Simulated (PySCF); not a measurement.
# C4H10O: the cost of one run

Programs: PySCF 2.14.0, with density-fitted response routines of our own. Each step states its level of theory. These are calculated values for one molecule in the gas phase, unless marked as measured. Atoms are numbered from 0 throughout.

## 1. The molecule as given

15 atoms, charge 0, multiplicity 1; geometry from: MMFF94s. The atoms were then displaced at random by about 0.03 Å, so the start is not that level's minimum.

Bonds of the start (Å): C0–C1 1.47, C1–C2 1.48, C1–C3 1.44, C3–O4 1.52, C0–H5 1.10, C0–H6 1.10, C0–H7 1.15, C1–H8 1.03, C2–H9 1.11, C2–H10 1.09, C2–H11 1.16, C3–H12 1.09, C3–H13 1.09, O4–H14 1.00.

## 2. Geometry optimisation at PBE0-D3(BJ)/def2-SVP

What the job is given:

```
{"job": {"xc": "PBE0", "basis": "def2-SVP", "d3": "d3bj", "grid": 1, "shake": 0.03, "kind": "geom"}, "charge": 0, "multiplicity": 1}
C      0.185800     1.394680    -0.287020
C      0.156050    -0.067560    -0.417860
C      1.471270    -0.583960     0.023470
C     -0.852780    -0.701590     0.383680
O     -2.222740    -0.328900    -0.155930
H      0.921280     1.942700    -0.887540
H      0.259480     1.790300     0.741800
H     -0.775320     1.882670    -0.698420
H      0.032960    -0.293230    -1.412170
H      2.332160    -0.142690    -0.512810
H      1.562820    -1.673230    -0.039690
H      1.731360    -0.335080     1.122840
H     -0.987190    -0.389300     1.420980
H     -0.939110    -1.791310     0.348340
H     -2.908820    -0.779610     0.414340
```

Started as:

```
$ OMP_NUM_THREADS=1 python probes_run.py task.json out
```

The driver reads the jobs from task.json and runs them one after another.

**Question.** How long does this first job take on 1 thread of Arm Neoverse V1, shared host, and how much memory does it need?

About 37 s, with a peak of 0.47 GiB.
